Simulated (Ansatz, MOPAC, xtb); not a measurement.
# BF2 (SMILES F[B]F): methods side by side

BF2, doublet, SMILES `F[B]F`. Each level relaxes the structure for itself.

Each level gives the zero-point energy at each level's own minimum (kJ/mol). The values are calculated.

| level | kind | program | value (kJ/mol) |
| --- | --- | --- | --- |
| GFN2-xTB | semi-empirical | xtb | 17.5 |
| PM6-D3H4 | semi-empirical | MOPAC | 17.3 |
| PM6-DH+ | semi-empirical | MOPAC | 17.3 |
| PM6-DH2 | semi-empirical | MOPAC | 17.3 |
| UHF/STO-3G | Hartree–Fock | Ansatz | 21.3 |
| UHF/3-21G | Hartree–Fock | Ansatz | 20.3 |
| UHF/6-31G* (Cartesian functions) | Hartree–Fock | Ansatz | 19.8 |
| USPW92/6-31G** (Cartesian functions) | LDA | Ansatz | 18.9 |
| USVWN5/def2-TZVP | LDA | Ansatz | 18.6 |
| UPBE/def2-SVP | GGA | Ansatz | 18.3 |

Harmonic and unscaled. The values span 17.3 to 21.3 kJ/mol.
